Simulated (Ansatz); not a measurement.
The inner images of a band of AlBClH2 (5 atoms, charge 0, multiplicity 2) are given out of order.

Theory: Ansatz, UKS LDA/def2-SVP.

First end point:

```xyz
5
Properties=species:S:1:pos:R:3
Al -0.610 0.415 -0.425
B 0.836 -0.565 0.584
Cl 2.043 -1.388 1.425
H -1.439 -0.423 -1.507
H -0.830 1.961 -0.077
```

Last end point:

```xyz
5
Properties=species:S:1:pos:R:3
Al -1.074 -0.368 -0.573
B 0.503 0.346 0.514
Cl 1.656 -0.761 1.244
H -1.642 -0.736 -2.032
H 0.556 1.520 0.847
```

Put them in order from the first end to the last, with their energies above the first end.
A.
```xyz
5
Properties=species:S:1:pos:R:3
Al -0.668 0.156 -0.590
B 0.768 -0.695 0.480
Cl 2.024 -0.849 1.599
H -1.765 -0.132 -1.704
H -0.359 1.520 0.215
```
B.
```xyz
5
Properties=species:S:1:pos:R:3
Al -1.034 -0.448 -0.588
B 0.545 0.197 0.518
Cl 1.755 -0.696 1.402
H -1.744 -0.462 -2.031
H 0.478 1.409 0.700
```
C.
```xyz
5
Properties=species:S:1:pos:R:3
Al -0.813 -0.456 -0.766
B 0.590 -0.090 0.539
Cl 1.840 -0.609 1.614
H -1.941 0.032 -1.784
H 0.324 1.122 0.397
```
D.
```xyz
5
Properties=species:S:1:pos:R:3
Al -0.643 0.283 -0.506
B 0.804 -0.659 0.521
Cl 2.064 -1.121 1.541
H -1.623 -0.282 -1.629
H -0.602 1.778 0.073
```
E.
```xyz
5
Properties=species:S:1:pos:R:3
Al -0.964 -0.492 -0.631
B 0.595 0.047 0.501
Cl 1.814 -0.636 1.528
H -1.825 -0.181 -1.950
H 0.380 1.262 0.552
```
F.
```xyz
5
Properties=species:S:1:pos:R:3
Al -0.681 -0.148 -0.814
B 0.648 -0.334 0.504
Cl 1.950 -0.602 1.592
H -1.923 0.089 -1.743
H 0.006 0.995 0.462
```
G.
```xyz
5
Properties=species:S:1:pos:R:3
Al -0.684 0.017 -0.701
B 0.713 -0.581 0.481
Cl 1.971 -0.646 1.619
H -1.875 0.013 -1.736
H -0.125 1.197 0.337
```

D (+1.3 kcal/mol), A (+4.7 kcal/mol), G (+8.2 kcal/mol), F (+0.4 kcal/mol), C (-9.0 kcal/mol), E (-10.2 kcal/mol), B (-11.0 kcal/mol).

Time of the run: 86 s on 1 thread of Arm Neoverse V1, on a shared host, peak memory 0.12 GiB.
